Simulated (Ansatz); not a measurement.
We consider bcc Li, described by r²SCAN0 (plane waves, PAW; Ansatz, a program for electronic structure).

Numerical settings: plane-wave cutoff 520 eV, 14×14×14 k mesh, Fermi–Dirac smearing 0.05 eV, scalar-relativistic PAW data made under PBE.

Cell (relaxed at this level):

```yaml
crystal:
  lattice:
    - [-1.74618, 1.74618, 1.74618]
    - [1.74618, -1.74618, 1.74618]
    - [1.74618, 1.74618, -1.74618]
  atoms:
    - { symbol: Li, position: [0.00000, 0.00000, 0.00000] }
```

**Question.** Give the computed bulk modulus B0 and pressure derivative B′ of the bulk modulus.

**Answer.** 
bulk modulus B0: 12.7 GPa
pressure derivative B′ of the bulk modulus: 3.3

Measured, for comparison: bulk modulus 13.8 GPa (corrected for temperature and zero-point phonon effects, our sources range from 13.1 to 13.9; as tabulated in Levämäki et al. (2014), arXiv:1402.3671). Computed (rounded) less measured: bulk modulus -8 % (-3 % to -9 % over the range).

The computed numbers hold no vibrational or temperature effects.

Cost on a shared machine: roughly 15 core-minutes.
